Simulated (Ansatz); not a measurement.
Cost and result for the atomization energy of C4H4F2 (`F[C@@H]1C=C[C@@H]1F`) (10 atoms, 10 bonds).

Z-matrix (Å, degrees):
```
C
C 1 1.501
F 1 1.370 2 115.8
C 1 1.560 2 85.7 3 114.4
H 1 1.095 2 117.0 3 -128.6
C 2 1.335 1 94.3 3 -114.4
H 2 1.083 1 131.9 3 69.8
F 4 1.370 1 113.8 2 -116.4
H 4 1.095 1 115.9 2 117.9
H 6 1.083 2 133.7 1 -175.7
```

Total charge 0; spin multiplicity 1. The structure was optimised at the PBE0-D4/def2-TZVP level. Program: Ansatz. All runs use 4 threads of an Arm Neoverse V1 on a shared host. Times are those of one run each, without the atoms' runs, and a repeat can differ threefold. Electronic energies, without spin–orbit coupling; frozen cores. CCSD(T)/CBS adds CCSD(T) − MP2 in def2-TZVPP to the MP2 limit, and its time is that of the two runs behind it. T1 = 0.011. B3LYP takes the VWN-RPA correlation (the form of Gaussian; ORCA's B3LYP/G).

CCSD(T)/CBS is a level of theory with its own doubt, some kJ/mol a heavy atom from the limit and from the frozen cores, so smaller differences don't rank the functionals.

| level | functions | atomization (kcal/mol) | difference from CCSD(T)/CBS | per bond |
| --- | --- | --- | --- | --- |
| CCSD(T)/def2-TZVPP | 242 | 990.4 | -26.3 | -2.6 |
| ωB97X-V/def2-TZVPP | 242 | 1021.2 | 4.5 | 0.4 |
| ωB97M-V/def2-TZVPP (with forces) | 242 | 1022.5 | 5.8 | 0.6 |
| CCSD(T)/CBS(def2) | – | 1016.7 | 0.0 | 0.0 |
| PBE0-D4/def2-TZVPP | 242 | 1032.3 | 15.6 | 1.6 |
| r2SCAN-D4/def2-TZVPP (with forces) | 242 | 1023.5 | 6.8 | 0.7 |
| PBE-D4/def2-TZVPP (with forces) | 242 | 1060.3 | 43.6 | 4.4 |
| MP2/def2-QZVPP | 462 | 1036.8 | 20.1 | 2.0 |
| B2PLYP/def2-TZVPP | 242 | 1008.2 | -8.5 | -0.9 |
| B3LYP-D4/def2-TZVPP (with forces) | 242 | 1015.9 | -0.8 | -0.1 |

Question: Order the runs by time, with rough figures. (Best estimate.)

Answer: Computed: PBE-D4/def2-TZVPP (with forces) 2.2 s; PBE0-D4/def2-TZVPP 2.4 s; B3LYP-D4/def2-TZVPP (with forces) 3.9 s; r2SCAN-D4/def2-TZVPP (with forces) 4.2 s; B2PLYP/def2-TZVPP 4.6 s; ωB97X-V/def2-TZVPP 6.5 s; ωB97M-V/def2-TZVPP (with forces) 9.5 s; MP2/def2-QZVPP 21 s; CCSD(T)/def2-TZVPP 2.8 min; CCSD(T)/CBS(def2) 3.1 min.

From PBE to PBE0 (25 % exact exchange), in def2-TZVPP and without D4, the atomization energy moves by −27.2 kcal/mol: exact exchange takes away binding that semilocal exchange gives to molecules. The D4 term adds +7.0 kcal/mol with B3LYP and +3.6 kcal/mol with PBE0; it sums over pairs of atoms, weighted by their polarisabilities, and B3LYP, whose exchange is more repulsive, gets the larger term. In def2-TZVPP, CCSD(T) changes the Hartree–Fock value by +263.2 kcal/mol (the triples alone add +19.3 kcal/mol) and MP2 by +294.1 kcal/mol; breaking electron pairs costs correlation energy, which Hartree–Fock lacks.
